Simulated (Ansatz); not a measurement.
Input file:

```yaml
crystal:
  periodic: [false, false, false]
  atoms:
    - {symbol: Ge, position_ang: [-0.000001, -0.318403, 2.736058]}
    - {symbol: Si, position_ang: [0.000005, -0.293052, 0.441608]}
    - {symbol: P, position_ang: [-0.000002, -0.410479, -1.633446]}
    - {symbol: H, position_ang: [-0.000003, 1.021934, -1.544221]}
basis:
  gaussian: {orbitals: cc-pVDZ}
magnetization: {spin_polarized: false}
correlation: {method: ccsd_t, electrons: outside_noble_gas}
```

```sh
$ ansatz run in.yaml --threads 1 --pin off --events-out ev --progress --plain --max-ram 2393MiB
```

Log:

```
751 factors; integrals over basis functions are off by at most 1.3e-3 eV
mean field evaluation 1: about -73619.1200 eV, gradient 1.2e1 eV
mean field evaluation 2: about -73619.1370 eV, gradient 1.2e1 eV
mean field evaluation 4: about -73620.1072 eV, gradient 2.3e0 eV
mean field evaluation 8: about -73620.1570 eV, gradient 2.0e-1 eV
mean field evaluation 16: about -73620.1337 eV, gradient 4.3e-1 eV
mean field evaluation 32: about -73619.5300 eV, gradient 5.8e0 eV
mean field evaluation 64: about -73613.7953 eV, gradient 1.4e-1 eV
mean field evaluation 96: about -73606.2489 eV, gradient 1.9e1 eV
mean field evaluation 128: about -73613.7950 eV, gradient 8.2e-2 eV
mean field -73620.15741882 eV, -2705.4908836067 hartree, gradient 3.3e-6 eV, S^2 0.000000; 6 other end points of the search recorded, 0 dependent functions left out; unrestricted orbitals would lower it
determinant -73620.15741882 eV, -2705.4908836067 hartree, with singles and doubles -73628.79974104 eV, -2705.8084830904 hartree
determinant -73619.15580924 eV, -2705.4540751336 hartree, with singles and doubles -73627.50707067 eV, -2705.7609783305 hartree
24 core orbitals not correlated: weight in the atoms' cores, before any rotation towards them, 1.000 or more for the frozen orbitals, at most 0.000 for the correlated occupied ones
reference -73620.15741882 eV, -2705.4908836067 hartree; 7, 7 occupied and 37, 37 virtual orbitals, 751 factors
second order -7.52942699 eV of doubles, -0.00000000 eV of singles
cycle   1  -8.64204927 eV  change    2.7e-4 eV  update   3.8e-3
cycle   2  -8.64325605 eV  change   -1.2e-3 eV  update   2.5e-3
cycle   3  -8.64205773 eV  change    1.2e-3 eV  update   1.8e-3
cycle   4  -8.64263214 eV  change   -5.7e-4 eV  update   4.9e-4
cycle   5  -8.64333749 eV  change   -7.1e-4 eV  update   2.6e-4
cycle   6  -8.64358651 eV  change   -2.5e-4 eV  update   5.6e-5
cycle   7  -8.64361350 eV  change   -2.7e-5 eV  update   2.6e-5
cycle   8  -8.64359109 eV  change    2.2e-5 eV  update   1.4e-5
cycle   9  -8.64357735 eV  change    1.4e-5 eV  update   5.5e-6
perturbative correction -0.51940571 eV, -0.0190878076 hartree
Total energy: -73629.32040188 eV, -2705.8276170232 hartree
```

Ran on 1 thread of Intel Xeon, shared host: 31 s wall, 0.17 GiB peak host memory.
